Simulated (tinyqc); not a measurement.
Worked calculation: Pariser-Parr-Pople SCF with singles CI, for the molecule C=C1C=C1 (SMILES; centres numbered as the heavy atoms are written). One step of it, computed by the program tinyqc.

Task: PPP integrals. Mataga-Nishimoto: gamma = 14.399645/(R + a), a = 2 x 14.399645/(gamma_rr + gamma_ss); H_rr = -W_r - sum_(s != r) z_s gamma_rs; H_rs = beta for bonds.

Centres (angstrom, eV; a flat drawing with bonds scaled to 1.40 angstrom):
```
centre          x          y  core charge z          W   gamma_rr
1C       1.656000   0.000000              1  10.020000  11.530000
2C       0.256000   0.000000              1  10.020000  11.530000
3C      -0.956000   0.700000              1  10.020000  11.530000
4C      -0.956000  -0.700000              1  10.020000  11.530000
```

Resonance integrals (eV):
```
i  j       beta
1  2  -2.390000
2  3  -2.390000
3  4  -2.390000
4  2  -2.390000
```

Give: repulsion gamma_rs; core matrix H.

Result:

repulsion gamma_rs (eV), lower triangle:
```
         1C       2C       3C       4C
1C  11.5300
2C   5.4361  11.5300
3C   3.6427   5.4369  11.5300
4C   3.6427   5.4369   5.4361  11.5300
```

core matrix H (eV), lower triangle:
```
          1C        2C        3C        4C
1C  -22.7414
2C   -2.3900  -26.3299
3C    0.0000   -2.3900  -24.5357
4C    0.0000   -2.3900   -2.3900  -24.5357
```
